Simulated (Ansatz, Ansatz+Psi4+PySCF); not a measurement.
```xyz
5

C     0.0003   -0.4065   -0.0954
O     0.0002   -0.3622    1.1015
O     0.0004    0.6545   -0.8998
H    -0.0006   -1.3363   -0.6998
H    -0.0004    1.4427   -0.3341
```

Basis set: cc-pVTZ (spherical functions). Correlated methods keep 3 orbitals frozen. Charge 0, multiplicity 1.

Computed with Ansatz (development build ahead of 0.2.0); each method stands on the lowest determinant of its kind that the runs found. Restricted open shells among the atoms or ions are ROHF, correlated in semicanonical orbitals with singles.

Q: Give the atomization energy at this shape (free ground-state atoms in the same class of orbitals less the molecule, no zero-point energy) of singlet CH₂O₂ by RHF-MP2, RHF.

A:

| method | atomization energy |
| --- | --- |
| RHF-MP2 | 2107.1 kJ/mol |
| RHF | 1427.6 kJ/mol |
